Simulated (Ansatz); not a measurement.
Mulliken charges of C$_{3}$H$_{4}$FNS, SMILES `CN=C=C(F)S` from PBE/def2-TZVPP in Ansatz (PBE0-D4/def2-TZVP geometry).

```json
{"atom": "C1", "x (Å)": "-0.057", "y (Å)": "-1.588", "z (Å)": "1.215", "charge (e)": "-0.117"}
{"atom": "N2", "x (Å)": "-0.625", "y (Å)": "-0.903", "z (Å)": "0.072", "charge (e)": "-0.050"}
{"atom": "C3", "x (Å)": "-0.106", "y (Å)": "0.040", "z (Å)": "-0.481", "charge (e)": "-0.030"}
{"atom": "C4", "x (Å)": "0.359", "y (Å)": "1.088", "z (Å)": "-1.124", "charge (e)": "0.064"}
{"atom": "F5", "x (Å)": "1.155", "y (Å)": "0.915", "z (Å)": "-2.205", "charge (e)": "-0.156"}
{"atom": "S6", "x (Å)": "0.065", "y (Å)": "2.697", "z (Å)": "-0.562", "charge (e)": "-0.129"}
{"atom": "H7", "x (Å)": "0.063", "y (Å)": "-2.641", "z (Å)": "0.959", "charge (e)": "0.112"}
{"atom": "H8", "x (Å)": "-0.772", "y (Å)": "-1.530", "z (Å)": "2.038", "charge (e)": "0.112"}
{"atom": "H9", "x (Å)": "0.903", "y (Å)": "-1.171", "z (Å)": "1.531", "charge (e)": "0.085"}
{"atom": "H10", "x (Å)": "-0.901", "y (Å)": "3.041", "z (Å)": "-1.440", "charge (e)": "0.109"}
```

Task: By hand: the dipole of these point charges (1 e Å = 4.8032 D).

Result: Σ q r = (-0.225, -0.426, 0.522) e Å, of length 0.710 e Å = 3.41 D.

Task: How does the dipole of the full density compare? (Estimate.)

Result: Computed: (-0.088, -0.183, 0.338) e Å, 1.89 D; the point charges give 1.80 times that, at 12° from its direction.

Point charges leave out the atoms' own dipoles, such as those of lone pairs, and Mulliken's split depends on the basis, so the two needn't agree.
